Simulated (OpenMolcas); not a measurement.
# BOF (fluoro(oxo)borane) at RI-MP2/ANO-L-VDZP (RICD fitting)

Aim: the energy change on altering one bond length of BOF (fluoro(oxo)borane) at RI-MP2/ANO-L-VDZP (RICD fitting), from 2 runs. 

The results are computed with OpenMolcas 26.06.

**1. The structure to begin with**

BOF has 3 atoms, charge 0, and is taken as a singlet. SMILES: `O=BF`. The shape is that of a PBE0-D4/def2-TZVP optimisation.

Bond lengths: O1–B2 1.206 Å, B2–F3 1.282 Å. Angles: O1–B2–F3 180.0°.

**2. A single-point energy at RI-MP2/ANO-L-VDZP (RICD fitting)**

The input, job.input:

```
* BFO RI-MP2

&gateway
 coord
 3
 bohr
 O      1.85778975    -1.06788423     0.90687957
 B      0.03836144    -0.02192082     0.01870829
 F     -1.89615119     1.08999403    -0.92558786
 basis
 ANO-L-VDZP
 group
 NoSym
 ricd

&seward

&scf
 prorbitals
 0

&mbpt2
 frozen
 3
```

Launch:

```sh
$ export MOLCAS_MEM=1860
$ pymolcas job.input > job.log
```

Output:

```text
--- Start Module: gateway ---
[...]
--- Stop Module: gateway /rc=_RC_ALL_IS_WELL_ ---
[...]
      Basis functions           42
[...]
--- Start Module: scf ---
[...]
       Convergence after  11 Iterations
[...]
::    Total SCF energy                               -199.1081385279
[...]
      Total spin, S                                     0.0000000000
[...]
      Total electronic charge=   22.000000
      Total            charge=   -0.000000
[...]
      Dipole Moment (debye):
      Origin of the operator (angstrom)=   -0.0677    0.0390   -0.0331
                   X= -1.7305E+00               Y=  9.9501E-01               Z= -8.4482E-01           Total=  2.1676E+00
      Quadrupole Moment (debye*angstrom):
[...]
--- Stop Module: scf /rc=_RC_ALL_IS_WELL_ ---
--- Start Module: mbpt2 ---
[...]
WARNING!
Default frozen orbitals as non valence orbitals is overwritten by user input.
Default values:   3
[...]
       Reference weight ( Cref**2 )         =        0.88223
::    Total MBPT2 energy                             -199.5677028780
[...]
--- Stop Module: mbpt2 /rc=_RC_ALL_IS_WELL_ ---
[...]
```

It took 2 s on 1 thread of Arm Neoverse V2, shared host; peak memory 0.1 GiB.

**3. The distorted shape, same level**

The input, job.inp:

```
>>> EXPORT MOLCAS_PRINT=2

&GATEWAY
  Coord
  3
  bohr
  O      2.05131472    -1.17911729     1.00134509
  B      0.23188640    -0.13315388     0.11317381
  F     -1.89615119     1.08999403    -0.92558786
  Basis=ANO-L-VDZP
  Group=NoSym
  RICD

&SEWARD

&SCF
  PrOrbitals=0

&MBPT2
  Frozen=3
```

Launch:

```sh
$ export MOLCAS_MEM=1860
$ pymolcas job.inp > job.log
```

Output:

```text
--- Start Module: gateway ---
[...]
--- Stop Module: gateway /rc=_RC_ALL_IS_WELL_ ---
[...]
      Basis functions           42
[...]
--- Start Module: scf ---
[...]
       Convergence after  11 Iterations
[...]
::    Total SCF energy                               -199.1001305030
[...]
      Total spin, S                                     0.0000000000
[...]
      Total electronic charge=   22.000000
      Total            charge=   -0.000000
[...]
      Dipole Moment (debye):
      Origin of the operator (angstrom)=   -0.0076    0.0044   -0.0037
                   X= -1.2383E+00               Y=  7.1206E-01               Z= -6.0453E-01           Total=  1.5511E+00
      Quadrupole Moment (debye*angstrom):
[...]
--- Stop Module: scf /rc=_RC_ALL_IS_WELL_ ---
--- Start Module: mbpt2 ---
[...]
WARNING!
Default frozen orbitals as non valence orbitals is overwritten by user input.
Default values:   3
[...]
       Reference weight ( Cref**2 )         =        0.87780
::    Total MBPT2 energy                             -199.5667103876
[...]
--- Stop Module: mbpt2 /rc=_RC_ALL_IS_WELL_ ---
[...]
```

It took 2 s on 1 thread of Arm Neoverse V2, shared host; peak memory 0.1 GiB.

**4. Summary of results**

Level: RI-MP2/ANO-L-VDZP (RICD fitting), 3 core orbitals frozen.

| quantity | value |
| --- | --- |
| first shape: total energy | -199.56770 Eh |
| first shape: dipole moment (mean-field density) | 2.17 D |
| first shape: HOMO energy (Hartree–Fock orbitals) | -14.77 eV |
| first shape: LUMO energy (Hartree–Fock orbitals) | 1.93 eV |
| first shape: HOMO–LUMO gap (Hartree–Fock orbitals) | 16.70 eV |
| first shape: correlation energy (3 core orbitals frozen) | -459.6 mEh |
| distorted shape: total energy | -199.56671 Eh |
| distorted shape: dipole moment (mean-field density) | 1.55 D |
| distorted shape: HOMO energy (Hartree–Fock orbitals) | -15.13 eV |
| distorted shape: LUMO energy (Hartree–Fock orbitals) | 1.89 eV |
| distorted shape: HOMO–LUMO gap (Hartree–Fock orbitals) | 17.01 eV |
| distorted shape: correlation energy (3 core orbitals frozen) | -466.6 mEh |
| energy change with the B2–F3 bond stretched from 1.282 to 1.410 Å | 0.027 eV |

With the B2–F3 bond stretched from 1.282 to 1.410 Å the energy rises by 0.03 eV (2.6 kJ/mol). The first shape isn't relaxed at this level, so the change isn't measured from a minimum.
